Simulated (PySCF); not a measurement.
**dinitrogen: calculation and literature**

Numbering as in the mapped SMILES `[N:1]#[N:2]`.

The experiment to reproduce: δ 15N N1/N2 326.1 ppm (measured; gas; L. Olsson, D. Cremer, J. Chem. Phys. 105 (1996) 8995).
σ 15N N1/N2 -61.6 ppm (measured; gas; G. L. Stoychev, PhD thesis, Univ. Bonn 2021 (Stoychev, Auer, Izsak, Neese, JCTC 2018, 14, 619)).

PySCF 2.14.0 with density-fitted response routines calculation with GFN2-xTB structure and PBE0/pcSseg-1 with gauge-including orbitals; a single conformation, non-relativistic Hamiltonian, fast rotation and ring inversion assumed for equivalent nuclei, in vacuum.

Question: How close does the calculation come?

Answer: 
Reference values: measured (gas; L. Olsson, D. Cremer, J. Chem. Phys. 105 (1996) 8995).
| atoms | quantity | reference | computed |
| --- | --- | --- | --- |
| N1/N2 | δ 15N vs gaseous NH3 | 326.1 | 364.1 |

Reference values: measured (gas; G. L. Stoychev, PhD thesis, Univ. Bonn 2021 (Stoychev, Auer, Izsak, Neese, JCTC 2018, 14, 619)).
```
atoms  quantity  reference  computed
N1/N2     σ 15N      -61.6     -96.3
```

Absolute shieldings are compared as such; zero-point and thermal motion, absent here, lowers them by some tenths of a ppm for H, a few ppm for C and up to about 10 ppm for F.

Computed shifts are σ(ref) − σ with the named reference compound (TMS for H and C) calculated as an isolated molecule at the same level. The measured values may be among those fitted. Shieldings were converted by a linear fit to measured shifts: 15N: δ = -148.07 − 0.921σ (rms 6.3 ppm, 71 shifts vs CH3NO2, solution or neat liquid). Occasional misses reach two or three times the rms, and more in compound classes unlike the fitted ones.

2 of the 15 published NMR values on file for this molecule are compared. The rest: values from further sources, other calculations.
